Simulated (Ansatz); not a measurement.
Working through a relaxed scan of one distance of H2N (charge -1), SMILES [NH2-]

Computed with Ansatz's Python interface.

Notebook, run cell by cell (the value of a cell's last expression is shown):

In [1]:
```python
import warnings

import ansatz as az
import numpy as np
```

In [2]:
```python
warnings.simplefilter("ignore", az.DeckWarning)
```

In [3]:
```python
geometry_ang = [
    ("N", (0.35366, -0.20981, 0.17435)),
    ("H", (0.12522, 0.8175, 0.15759)),
    ("H", (-0.47888, -0.60769, -0.33194)),
]
system = az.Crystal.molecule()
for symbol, xyz in geometry_ang:
    system = system.atom(symbol, xyz)

calc = (
    system.calculation()
    .basis(gaussian="def2-SVP")
    .functional("pbe0", dispersion="d3bj")
    .charge(-1)
)
symbols = [site.symbol for site in system.cartesian_sites]
pairs = [(0, 1), (0, 2)]
print("held (A)   E (eV)        ", "  ".join(f"{symbols[i]}{i}-{symbols[j]}{j}" for i, j in pairs))
for length in [0.97, 1.05, 1.14, 1.26, 1.42]:
    r = calc.relax(constraints=[az.DistanceConstraint((0, 1), at=length)], force_tolerance=0.02, max_steps=60).run(threads=1, pin="off").report
    xyz = np.array(r["positions_ang"])
    print(f"{length:6.2f} {r['free_energy_ev']:14.5f}  ", "  ".join(f"{np.linalg.norm(xyz[i] - xyz[j]):.3f}" for i, j in pairs))
```
```text
held (A)   E (eV)         N0-H1  N0-H2
  0.97    -1516.39753   0.970  1.050
  1.05    -1516.53291   1.050  1.051
  1.14    -1516.42428   1.140  1.052
  1.26    -1516.06231   1.260  1.053
  1.42    -1515.44799   1.420  1.053
```

Notes:
- Total energies depend on the basis set; only differences at equal settings carry meaning.
- The energies are electronic: no zero-point or thermal terms, and the basis set is short of its limit.
- Anions want diffuse functions, which this basis lacks.
- The script silences the warnings on its input, which a real study should read.
- The whole script took 5.9 s on 1 thread of Arm Neoverse V1 (shared host), peak memory 0.15 GiB.
